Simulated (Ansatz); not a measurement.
Relaxed structures of C2H5N, singlet (PBE0-D4/def2-TZVP; forces vanish, vibrations not checked; lower isomers may exist, and structures with a doubtful reference or unclear bonds are left out; Å). Computed with Ansatz 0.2.0 (basis: def2-TZVPP); correlated methods freeze the cores.

**Question.** Rank them by CCSD(T) energy, lowest first, and give each one's height above the lowest. Links in brackets join atoms within 1.22 times the sum of their covalent radii (1.1 for two metals). (An estimate is asked for; the value comes from the calculation.)
A.
C₂H₅N (C=NC)
```
8
angstrom
C -0.7103 0.7486 -0.7893
N 0.4460 0.3134 -0.5584
C 0.6237 -0.5640 0.5681
H -1.5852 0.4922 -0.1739
H -0.8726 1.4138 -1.6369
H -0.3029 -0.7592 1.1277
H 1.0362 -1.5141 0.2180
H 1.3651 -0.1306 1.2447
```
B.
C₂H₅N ([CH2][C][NH3])
```
8
angstrom
C -0.6994 0.7545 -0.8000
N 0.6218 -0.5699 0.5751
C 0.5637 0.3565 -0.6585
H -1.5316 0.4605 -0.1415
H -0.9659 1.4193 -1.6149
H -0.2785 -0.7194 1.0604
H 0.9897 -1.4712 0.2811
H 1.2902 -0.1814 1.2358
```
C.
C₂H₅N ([CH3][C][NH2])
```
8
angstrom
C 0.5148 0.3337 -0.6133
N -0.7021 0.7537 -0.7979
C 0.6166 -0.5637 0.5680
H -1.4960 0.4975 -0.2013
H -0.9194 1.3717 -1.5651
H -0.3276 -0.7471 1.1137
H 1.0336 -1.5220 0.2445
H 1.3540 -0.1476 1.2609
```
D.
C₂H₅N ([CH][NH][CH3])
```
8
angstrom
C -0.8196 0.7641 -0.7764
N 0.3561 0.2584 -0.5633
C 0.6542 -0.5972 0.5697
H 1.1593 0.4214 -1.1712
H -0.7403 1.3648 -1.7029
H -0.2639 -0.7065 1.1435
H 0.9994 -1.5765 0.2285
H 1.4319 -0.1485 1.1931
```

**Answer.** Computed: A (0.000 eV), C (1.107 eV), D (1.522 eV), B (2.421 eV). Heights count from the lowest.

T1 diagnostic: at most 0.016.

For scale, one of the runs: CCSD(T)/def2-TZVPP, 163 basis functions, launched by `ansatz run in.yaml --threads 2 --pin off --events-out ev --progress --plain --max-ram 4352MiB`. Time: 25 s of wall clock on 2 CPU threads of an Arm Neoverse V2; the host was shared. Peak host memory: 1.3 GiB.
